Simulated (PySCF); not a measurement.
C₅H₅N.
SMILES with atom numbers: `[H]/[N:6]=[CH:5]\[C:3]([C:2]#[CH:1])=[CH2:4]` (hydrogens: H7 on C1; H8, H9 on C4; H10 on C5; H11 on N6)

Level of theory: core-valence-separated Tamm–Dancoff BHandHLYP/aug-pcX-1 (pcseg-1 on H) in PySCF, non-relativistic, gas phase, PBE0-D3(BJ)/def2-SVP geometry.

Computed nitrogen K-edge spectrum, Gaussian lines of 0.8 eV full width, highest printed point 100; it ends one width below the last computed root. BHandHLYP without relativity tends to put these K edges a few eV too low, so spacings mean more than positions.

(photon energy (eV), absorption): (394.6, 1), (394.8, 4), (395.0, 15), (395.2, 41), (395.4, 76), (395.6, 100), (395.8, 93), (396.0, 61), (396.2, 29), (396.4, 9), (396.6, 2), (396.8, 0), (397.0, 0), (397.2, 0), (397.4, 0), (397.6, 0), (397.8, 0), (398.0, 0), (398.2, 0), (398.4, 0), (398.6, 0), (398.8, 0), (399.0, 0), (399.2, 0), (399.4, 1), (399.6, 3), (399.8, 10), (400.0, 20), (400.2, 31), (400.4, 33), (400.6, 26), (400.8, 15), (401.0, 8), (401.2, 6), (401.4, 6)

Question: Where are the maxima, and which lines make them up?

Answer: 2 maxima:
- 395.7 eV: N6 (imine nitrogen), 395.66 eV, f = 0.058, 1s→π*, 100 % of the height at the exact maximum
- 400.3 eV: N6 (imine nitrogen), 400.34 eV, f = 0.017, 91 % of the height at the exact maximum

Roots within 0.03 eV on the same or equivalent atoms count as one line; shares under 12 % aren't listed.

Vibrational structure and lifetime widths aren't in the curve. The ionisation threshold wasn't computed; near and above it a finite basis only mimics Rydberg series and continuum.

The values belong to the conformer `[H]/[N:6]=[CH:5]\[C:3]([C:2]#[CH:1])=[CH2:4]`: C2–C3–C5–N6 0°.
